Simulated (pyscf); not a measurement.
F–CH₂–SiH₃ + F–SiH₃ → disilane (H₃Si–SiH₃) + F–CH₂–F, a four-centre exchange (singlet surface; C–Si, F–Si broken, Si–Si, C–F formed). Optimised with ωB97X-D3(BJ)/def2-SVP in PySCF. Energies in kJ/mol from the separated reactants.

AM1 to PM7: differences of heats of formation from MOPAC, which are fitted to 298 K values and so differ in kind from electronic energies by zero-point and thermal terms. 

### Question
In single points PM6 puts the saddle at 463.4 kJ/mol and the reaction energy at +213.9 kJ/mol. Should these be trusted to within a few kcal/mol? Compare with ωB97M-D3(BJ)/def2-TZVP.

### Answer
ωB97M-D3(BJ)/def2-TZVP gives ΔE‡ = 460.9 kJ/mol and ΔE = +151.4 kJ/mol. PM6 lies 2.6 kJ/mol over it in the barrier and 62.5 kJ/mol over it in the reaction energy, so on this step it does not hold to within 12.6 kJ/mol. ωB97M-D3(BJ)/def2-TZVP has limits of its own. The same reactants have a lower exit, to •H₂C–F + SiH₃• + F–SiH₃ (no saddle counted: cutting one bond costs +359.8 kJ/mol at ωB97M-D3(BJ)/def2-TZVP, against +460.9 kJ/mol here). This is the saddle that the search found; another between the same sides may lie lower. One closed-shell reference is unstable to symmetry breaking; treat the single-reference values with care.
